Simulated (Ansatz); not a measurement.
# BNH2 + H2O: a complex and its separated parts

The complex below is one end of an elementary step. How strongly is it bound against its free parts?

Computed with Ansatz 0.2.0, Gaussian basis. Level: PBE0-D4/def2-TZVP structures, single points in def2-TZVPP, no counterpoise correction.

Levels: SPW92, PBE-D4, BLYP-D4, r2SCAN-D4, B97M-V, PBE0-D4, B3LYP-D4, r2SCAN0-D4, BHLYP-D4, CAM-B3LYP-D4, wB97X-V, wB97M-V, B2PLYP, PBE-QIDH, RPA on PBE, Hartree-Fock, MP2, CCSD, CCSD(T).

Cores are frozen in the correlated methods. B3LYP uses VWN-RPA correlation. B2PLYP carries no dispersion term here.

56 further runs of the same task are left out: 56 set aside as unsound or not needed.

## Step 1: The system as given

The complex: 7 atoms, charge 0, spin multiplicity 1.

Atoms are counted from 1 here; the program's logs count them from 0.

Bond lengths: B1–O2 1.652 Å, B1–N3 1.315 Å, B1–H5 1.192 Å, O2–H4 0.985 Å, O2–H6 0.966 Å, N3–H7 1.008 Å. Angles: O2–B1–N3 104.0°, O2–B1–H5 108.4°, N3–B1–H5 147.6°, B1–O2–H4 91.4°, B1–O2–H6 114.4°, H4–O2–H6 109.5°, B1–N3–H7 122.5°.

As a file:

```xyz
7

B     0.00424    0.57132    0.18961
O    -0.13205   -0.99996    0.68044
N    -0.26775    0.52721   -1.09576
H    -0.29442   -1.29901   -0.24361
H     0.30266    1.23553    1.13378
H     0.68951   -1.38946    1.00562
H    -0.30229    1.35427   -1.67008
```

Its parts: BNH2 holds atoms 1, 3, 5, 7; H2O holds atoms 2, 4, 6. Each part counts its atoms afresh in its own runs.

## Step 2: Relaxing BNH2 alone

The input, relax-a/in.yaml:

```yaml
crystal:
  periodic: [false, false, false]
  atoms:
    - {symbol: B, position_ang: [0.004244, 0.571323, 0.189612]}
    - {symbol: N, position_ang: [-0.267745, 0.527212, -1.095757]}
    - {symbol: H, position_ang: [0.302656, 1.235533, 1.133778]}
    - {symbol: H, position_ang: [-0.302295, 1.354268, -1.670078]}
basis:
  gaussian: {orbitals: def2-TZVP}
hamiltonian: {xc: pbe0, dispersion: d4}
relax: {f_tol: 0.005, max_steps: 200}
```

The run is started by

```sh
$ ansatz run in.yaml --threads 2 --pin off --events-out ev --progress --plain --max-ram 4352MiB
```

Further steps of the session: Relaxing H2O alone; SPW92/def2-TZVPP; PBE-D4/def2-TZVPP; BLYP-D4/def2-TZVPP; r2SCAN-D4/def2-TZVPP; B97M-V/def2-TZVPP; PBE0-D4/def2-TZVPP; B3LYP-D4/def2-TZVPP; r2SCAN0-D4/def2-TZVPP; BHLYP-D4/def2-TZVPP; CAM-B3LYP-D4/def2-TZVPP; wB97X-V/def2-TZVPP; wB97M-V/def2-TZVPP; B2PLYP/def2-TZVPP; PBE-QIDH/def2-TZVPP; RPA on PBE/def2-TZVPP; CCSD(T)/def2-TZVPP; CCSD(T)/def2-QZVPP; Vibrations of BNH2; Vibrations of H2O.

What does the calculation give? Wanted: complex less parts, CCSD(T)/def2-TZVPP; with zero-point energy; largest T1 diagnostic.

**Answer**, as computed:

| quantity | value |
| --- | --- |
| complex less parts, CCSD(T)/def2-TZVPP | +11.8 kJ/mol |
| with zero-point energy | +26.1 kJ/mol |
| largest T1 diagnostic | 0.016 |

At CCSD(T) the complex lies 11.8 kJ/mol above its parts. The functionals run from B3LYP-D4, off by -0.7 kJ/mol, to SPW92, off by -53.6 kJ/mol, against CCSD(T). By rung, the mean size of the error is: LDA 53.6, GGA 9.0, meta-GGA 13.4, hybrid 7.9, range-separated hybrid 7.2, double hybrid 6.5 kJ/mol. PBE-D4 gives a relative energy 17.3 kJ/mol too low, an error of 146 % of the reference. No counterpoise was applied, and triple zeta lacks some correlation, so the CCSD(T) reference has a basis error of its own, and close matches with it are partly luck.
